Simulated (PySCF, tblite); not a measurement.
# PN: protonation, part 3 of 3

tblite 0.8.0 and PySCF 2.14.0. Atoms count from 0.

## 37. Single point (PN): M06-L/6-31G* in tetrahydrofuran

Geometry: PBE0-D3(BJ)/def2-SVP.

What the job is given:

```
{"job": {"kind": "sp", "xc": "M06-L", "basis": "6-31G*", "grid": 2, "solvent": "tetrahydrofuran", "scf": {"diis_space": 4}}, "charge": 0, "multiplicity": 1}
N      0.746975    -0.006133    -0.005339
P     -0.741470     0.008552    -0.022955
```

What it wrote:

```text
final grid: 22920 points
cycle   1  E = -395.9640365768  dE =  1.458e-01  |g| = 5.248e-01  |ddm| = 1.873e+00
cycle   2  E = -395.1943895870  dE =  7.696e-01  |g| = 1.564e+00  |ddm| = 1.782e+00
cycle   3  E = -396.0343361376  dE = -8.399e-01  |g| = 1.225e-01  |ddm| = 1.523e+00
cycle   4  E = -396.0387702652  dE = -4.434e-03  |g| = 1.366e-02  |ddm| = 1.210e-01
cycle   5  E = -396.0388170328  dE = -4.677e-05  |g| = 5.261e-03  |ddm| = 2.017e-02
cycle   6  E = -396.0388241433  dE = -7.110e-06  |g| = 6.635e-04  |ddm| = 3.722e-03
cycle   7  E = -396.0388243182  dE = -1.749e-07  |g| = 4.194e-05  |ddm| = 1.160e-03
cycle   8  E = -396.0388243186  dE = -4.481e-10  |g| = 7.744e-06  |ddm| = 4.140e-05
converged SCF energy = -396.0388243186
```

Run time: 0.2 s. Hardware: 1 thread of AMD EPYC 9R45, shared host.

## 38. Single point (PNH+, [NH+]#P): M06-L/6-31G* in tetrahydrofuran

Geometry: PBE0-D3(BJ)/def2-SVP.

What the job is given:

```
{"job": {"kind": "sp", "xc": "M06-L", "basis": "6-31G*", "grid": 2, "solvent": "tetrahydrofuran", "scf": {"diis_space": 4}}, "charge": 1, "multiplicity": 1}
N      0.750434     0.034777    -0.009437
P     -0.713034    -0.000502    -0.044598
H      1.772923     0.059268     0.014971
```

What it wrote:

```text
final grid: 28296 points
cycle   1  E = -396.4061215202  dE =  4.038e-01  |g| = 3.555e-01  |ddm| = 1.930e+00
cycle   2  E = -396.0830046516  dE =  3.231e-01  |g| = 1.121e+00  |ddm| = 1.292e+00
cycle   3  E = -396.4410868440  dE = -3.581e-01  |g| = 1.020e-01  |ddm| = 9.654e-01
cycle   4  E = -396.4433000279  dE = -2.213e-03  |g| = 2.438e-02  |ddm| = 5.085e-02
cycle   5  E = -396.4434785775  dE = -1.785e-04  |g| = 1.757e-03  |ddm| = 2.961e-02
cycle   6  E = -396.4434796480  dE = -1.071e-06  |g| = 7.004e-04  |ddm| = 3.259e-03
cycle   7  E = -396.4434797987  dE = -1.507e-07  |g| = 6.293e-05  |ddm| = 7.739e-04
cycle   8  E = -396.4434797999  dE = -1.209e-09  |g| = 1.087e-05  |ddm| = 9.117e-05
converged SCF energy = -396.4434797999
```

Run time: 0.26 s. Hardware: 1 thread of AMD EPYC 9R45, shared host.

## 39. Single point (PNH+, N#[PH+]): M06-L/6-31G*

Geometry: PBE0-D3(BJ)/def2-SVP.

What the job is given:

```
{"job": {"kind": "sp", "xc": "M06-L", "basis": "6-31G*", "grid": 2, "scf": {"diis_space": 4}}, "charge": 1, "multiplicity": 1}
N      0.767079    -0.025769    -0.011468
P     -0.717879     0.037967    -0.040085
H     -2.157763     0.100648    -0.068474
```

What it wrote:

```text
final grid: 28296 points
cycle   1  E = -396.0876645064  dE =  6.206e-01  |g| = 5.948e-01  |ddm| = 1.983e+00
cycle   2  E = -393.4747228833  dE =  2.613e+00  |g| = 2.550e+00  |ddm| = 3.240e+00
cycle   3  E = -396.2065840578  dE = -2.732e+00  |g| = 1.049e-01  |ddm| = 2.866e+00
cycle   4  E = -396.2089020485  dE = -2.318e-03  |g| = 5.648e-02  |ddm| = 1.920e-01
cycle   5  E = -396.2099512725  dE = -1.049e-03  |g| = 8.703e-03  |ddm| = 7.993e-02
cycle   6  E = -396.2099848473  dE = -3.357e-05  |g| = 2.643e-03  |ddm| = 1.742e-02
cycle   7  E = -396.2099874117  dE = -2.564e-06  |g| = 5.898e-04  |ddm| = 4.112e-03
cycle   8  E = -396.2099875024  dE = -9.075e-08  |g| = 7.977e-05  |ddm| = 5.055e-04
cycle   9  E = -396.2099875020  dE =  4.173e-10  |g| = 9.134e-05  |ddm| = 1.422e-04
converged SCF energy = -396.2099875020
```

Run time: 0.36 s. Hardware: 1 thread of AMD EPYC 9R45, shared host.

## 40. Single point (PNH+, N#[PH+]): M06-L/6-31G* in tetrahydrofuran

Geometry: PBE0-D3(BJ)/def2-SVP.

What the job is given:

```
{"job": {"kind": "sp", "xc": "M06-L", "basis": "6-31G*", "grid": 2, "solvent": "tetrahydrofuran", "scf": {"diis_space": 4}}, "charge": 1, "multiplicity": 1}
N      0.767079    -0.025769    -0.011468
P     -0.717879     0.037967    -0.040085
H     -2.157763     0.100648    -0.068474
```

What it wrote:

```text
final grid: 28296 points
cycle   1  E = -396.2378892297  dE =  4.706e-01  |g| = 4.980e-01  |ddm| = 1.982e+00
cycle   2  E = -394.9983567184  dE =  1.240e+00  |g| = 1.908e+00  |ddm| = 2.370e+00
cycle   3  E = -396.3177426527  dE = -1.319e+00  |g| = 1.305e-01  |ddm| = 1.997e+00
cycle   4  E = -396.3214108114  dE = -3.668e-03  |g| = 4.803e-02  |ddm| = 1.218e-01
cycle   5  E = -396.3221334253  dE = -7.226e-04  |g| = 8.870e-03  |ddm| = 5.926e-02
cycle   6  E = -396.3221667883  dE = -3.336e-05  |g| = 1.789e-03  |ddm| = 1.406e-02
cycle   7  E = -396.3221681166  dE = -1.328e-06  |g| = 2.764e-04  |ddm| = 2.548e-03
cycle   8  E = -396.3221681352  dE = -1.855e-08  |g| = 4.555e-05  |ddm| = 1.924e-04
cycle   9  E = -396.3221681351  dE =  2.217e-11  |g| = 4.689e-05  |ddm| = 8.856e-05
converged SCF energy = -396.3221681351
```

Wall time 0.28 s (1 thread of AMD EPYC 9R45, shared host).

## 41. Protonation: M06-L/6-31G*

This step combines the energies above: geometries from PBE0-D3(BJ)/def2-SVP, zero-point and thermal terms from PBE0-D3(BJ)/def2-SVP.

What the job is given:

```
{"job": {"kind": "pa", "geom": {"xc": "PBE0", "basis": "def2-SVP", "d3": "d3bj", "grid": 1}, "hess": 1, "level": {"xc": "M06-L", "basis": "6-31G*", "grid": 2, "scf": {"diis_space": 4}, "solvents": ["tetrahydrofuran"]}}, "charge": 0, "multiplicity": 1}
N      0.746975    -0.006133    -0.005339
P     -0.741470     0.008552    -0.022955
```

Output (the driver's rows laid out field by field):

```text
protonation site by site, M06-L/6-31G* // PBE0-D3(BJ)/def2-SVP

row 1
  formula                 HNP
  charge                  1
  multiplicity            1
  smiles                  [NH+]#P
  kept                    yes
  pieces                  1
  point_group             Cinfv
  atom                    0
  element                 N
  electronic              820.13
  enthalpy                795.26
  free_energy             763.91
  solution                tetrahydrofuran 1006.21
  share_gas               1.0
  share_solution          tetrahydrofuran 1.0

row 2
  formula                 HNP
  charge                  1
  multiplicity            1
  smiles                  N#[PH+]
  kept                    yes
  pieces                  1
  point_group             Cinfv
  atom                    1
  element                 P
  electronic              464.4
  enthalpy                451.72
  free_energy             426.22
  solution                tetrahydrofuran 705.74
  share_gas               6.907e-60
  share_solution          tetrahydrofuran 2.291e-53
```

Wall time 1.9 s (1 thread of AMD EPYC 9R45, shared host).

Energy given off on adding a proton (kJ/mol, gas phase, 298 K for the thermal columns):

```tsv
site	product	electronic	enthalpy	free energy
N0	[NH+]#P	820.1	795.3	763.9
P1	N#[PH+]	464.4	451.7	426.2
```

Free energies in a continuum (kJ/mol, same sign; the bare proton is left unsolvated, so these are no solution acidities or basicities): tetrahydrofuran: N0 1006.2, P1 705.7.

## 42. What came out

The summary covers parts 1 to 3.

| quantity | value |
| --- | --- |
| strongest single infrared mode (GFN2-xTB) | 1593 cm⁻¹, 14 km/mol |
| zero-point energy (GFN2-xTB) | 2.3 kcal/mol |
| point group | Cinfv |
| rotational constants (main isotopes) | 23.65, 23.65 GHz |
| proton affinity (−ΔH), N0 (wB97X-D3(BJ)/def2-TZVP) | 813.2 kJ/mol |
| proton affinity (−ΔH), P1 (wB97X-D3(BJ)/def2-TZVP) | 420.4 kJ/mol |
| proton affinity (−ΔH), N0 (B97-2/def2-TZVP) | 812.2 kJ/mol |
| proton affinity (−ΔH), P1 (B97-2/def2-TZVP) | 439.1 kJ/mol |
| proton affinity (−ΔH), N0 (CAM-B3LYP-D3(BJ)/6-311++G(2d,2p)) | 797.9 kJ/mol |
| proton affinity (−ΔH), P1 (CAM-B3LYP-D3(BJ)/6-311++G(2d,2p)) | 399.4 kJ/mol |
| proton affinity (−ΔH), N0 (M06-L/6-31G*) | 795.3 kJ/mol |
| proton affinity (−ΔH), P1 (M06-L/6-31G*) | 451.7 kJ/mol |

**Reading.** The one mode is real. GFN2-xTB is a fitted tight-binding method: band positions and strengths are rough. Its intensities can rank the bands wrongly. Relaxing lowered the energy by 0.035 eV in 3 steps; the close pair that moved most is N0–P1, from 1.458 to 1.489 Å (PBE0/def2-SVP). At wB97X-D3(BJ)/def2-TZVP the proton affinity (−ΔH) runs from 420.4 kJ/mol (P1) to 813.2 kJ/mol (N0). At B97-2/def2-TZVP the proton affinity (−ΔH) runs from 439.1 kJ/mol (P1) to 812.2 kJ/mol (N0). At CAM-B3LYP-D3(BJ)/6-311++G(2d,2p) the proton affinity (−ΔH) runs from 399.4 kJ/mol (P1) to 797.9 kJ/mol (N0). At M06-L/6-31G* the proton affinity (−ΔH) runs from 451.7 kJ/mol (P1) to 795.3 kJ/mol (N0).
